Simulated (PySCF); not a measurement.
**Working out the electron affinity of C**

C⁻ [He] 2s2 2p3 (4S) → C [He] 2s2 2p2 (3P). Computed with PySCF 2.14 in dyall-av3z (15s9p3d2f, 71 functions), with the spin-free X2C one-electron Hamiltonian (Gaussian nucleus). Frozen: 1s2; the 14 highest virtual orbitals dropped. Energies in hartree (1 hartree = 27.21139 eV):

| part | C⁻ (lower) | C (upper) |
| --- | --- | --- |
| UHF | -37.725136 | -37.708634 |
| CCSD correlation | -0.115011 | -0.089417 |
| (T) | -0.004926 | -0.002237 |

Problem. What does Hartree-Fock give?

Solution. (-37.708634) − (-37.725136) = 0.016502 hartree = 0.449 eV.

Problem. What do CCSD and CCSD(T) give?

Solution. The CCSD correlation energies differ by 0.025594 hartree = 0.696 eV and the triples by 0.002689 hartree = 0.073 eV, so CCSD gives 1.145 eV and CCSD(T) 1.218 eV.

A first-order spin-orbit estimate adds -0.004 eV to CCSD(T) (valence), giving 1.214 eV against 1.262 eV (measured; photodetachment measurements, as compiled on the Wikipedia data page of electron affinities).

What remains against the reference includes basis incompleteness, the frozen core and higher excitations.
